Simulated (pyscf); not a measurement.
Single points on ωB97X-D3(BJ)/def2-SVP structures (PySCF, gas phase).

Question: Estimate by transition-state theory the rate constant of HS–GaH₂ + HCl -> HS–GaH–Cl + H₂ (singlet surface; Ga–H, Cl–H broken, Cl–Ga, H–H formed) at 900 K, with ωB97M-D3(BJ)/def2-TZVP energies (ideal gas, 1 atm, RRHO with modes under 100 cm⁻¹ raised to 100, one conformer, R ln 2 for chiral ones without a mode under 150 cm⁻¹; no tunnelling).

Answer: The electronic barrier is 9.3 kcal/mol and the thermal terms add +28.9, so ΔG‡ = 38.2 kcal/mol. With k_BT/h = 1.88e+13 s⁻¹ and RT = 1.788 kcal/mol, and a volume of 1.23e-19 cm³ per molecule at 1 atm, k = 1.2e-15 cm³ molecule⁻¹ s⁻¹. Wigner's tunnelling factor for 1048i cm⁻¹ would be 1.12. A shift of 1 kcal/mol in the barrier changes k by a factor 1.7. On the reactant side the descent ends in a complex, 5.4 kcal/mol under the separated species and 12.0 kcal/mol under the saddle at ωB97X-D3(BJ)/def2-TZVP. At ωB97X-D3(BJ)/def2-TZVP the barrier from the zero used here is 6.6 kcal/mol. The same reactants have a lower exit, to H₂S + Cl–GaH₂ (barrier -1.6 kcal/mol at ωB97M-D3(BJ)/def2-TZVP, against +9.3 kcal/mol here). This is the saddle that the search found; another between the same sides may lie lower. Elements up to Kr have no core potential and no relativistic terms here.
